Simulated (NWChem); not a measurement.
System: difluoromethane (CH2F2); SMILES FCF

```xyz
5

F      1.0976     0.0000    -0.2890
C      0.0000     0.0000     0.4993
F     -1.0976     0.0000    -0.2890
H      0.0000     0.9118     1.1028
H      0.0000    -0.9118     1.1028
```
Atoms are numbered in this order, from 1.

Program: NWChem. The geometry was optimised at PBE0-D3(BJ)/def2-TZVP. Ions are spin-unrestricted doublets at the neutral geometry; other ion states weren't tried.

For level r2SCAN/def2-SVPD:

| Quantity | Value |
|---|---|
| vertical ionisation energy, ΔSCF (eV) | 12.74 |
| −ε(HOMO) (eV) | 8.61 |

### Question
What are these values for level BHandHLYP/def2-SVPD?

### Answer
| Quantity | Value |
|---|---|
| vertical ionisation energy, ΔSCF (eV) | 13.58 |
| −ε(HOMO) (eV) | 11.89 |
